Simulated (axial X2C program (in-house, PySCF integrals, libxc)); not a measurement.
# Potential curves of LiC, two-component

All values were computed with an axial X2C code built on PySCF integrals. Two-component (2c) means X2C with spin–orbit coupling and atomic mean-field two-electron Coulomb and Gaunt terms. Basis: C dyall-v3z [7s6p2d1f], Li dyall-cv3z [7s8p2d] (cores contracted in-house); Gaussian nuclei, density fitting, unrestricted open shells. Masses: C 12.000 u, Li 7.016 u.

State: Ω = 3/2 (⟨Sz⟩ = 1.50, ⟨Lz⟩ = 0.00 at r2SCAN0). Energies in kJ/mol from the fragments at the same level (C + Li). Fits are polynomials in 1 − R0/R over 0.85 to 1.23 times the lowest point R0.

| R (Å) | r2SCAN0 | MP2 | CCSD(T) | PBE0 |
| --- | --- | --- | --- | --- |
| 1.6339 | -233.73 | -215.48 |  | -228.09 |
| 1.7090 | -252.30 | -235.29 | -229.98 | -246.16 |
| 1.7653 | -260.57 | -244.36 | -239.10 | -254.13 |
| 1.8217 | -265.01 | -249.53 | -244.33 | -258.35 |
| 1.8780 | -266.38 | -251.54 | -246.41 | -259.55 |
| 1.9437 | -264.92 | -250.71 | -245.67 | -257.94 |
| 2.0095 | -260.90 | -247.21 | -242.28 | -253.81 |
| 2.0940 | -252.95 | -239.81 | -235.03 | -245.83 |
| 2.1973 | -240.39 | -227.68 |  | -233.29 |
| 2.3475 | -218.98 | -206.48 |  | -212.07 |

Correlated methods: 5 electrons correlated (number of frozen shells: C 1 s; Li 1 s), 143 virtual spin orbitals or spinors in MP2, 61 natural virtuals in coupled cluster.

The state is one determinant whose occupation by symmetry is held fixed; it was picked as the lowest of a PBE0 search that is not exhaustive. De is counted from the lowest determinant-based energies of the atoms at the same level, without counterpoise correction. Density functionals use the spin component along the axis (collinear). CCSD and (T) use frozen natural virtuals with an MP2 correction for the truncation; (T) itself is uncorrected, so its De runs slightly low. In 2c an atomic determinant is not the ground J level, so De misses part of the atomic spin–orbit lowering. This holds for r2SCAN0, MP2, CCSD(T), PBE0. The functionals have no current-density term, which raises determinants with orbital currents, atoms included. With several unpaired electrons one determinant need not be a pure state. This is the top spin component of a Σ state; components of lower Ω are not single determinants and can lie lower. Coupled cluster ran on the points near the minimum only. MP2 and coupled cluster on one determinant become unreliable at the stretched end.

What are Re, ωe and De at the r2SCAN0 level?

At r2SCAN0, 2c: Re = 1.879 Å, ωe ≈ 698 cm⁻¹, De = 2.76 eV to C + Li; Be follows as 1.08 cm⁻¹.

Fit the MP2 curve near its minimum: give the equilibrium distance, the harmonic wavenumber and the well depth.

At MP2, 2c: Re = 1.893 Å, ωe ≈ 692 cm⁻¹, De = 2.61 eV to C + Li; Be follows as 1.06 cm⁻¹.

What are Re, ωe and De at the CCSD(T) level?

At CCSD(T), 2c: Re = 1.895 Å, ωe ≈ 688 cm⁻¹, De = 2.55 eV to C + Li; Be follows as 1.06 cm⁻¹.

What are Re, ωe and De at the PBE0 level?

At PBE0, 2c: Re = 1.876 Å, ωe ≈ 697 cm⁻¹, De = 2.69 eV to C + Li; Be follows as 1.08 cm⁻¹.
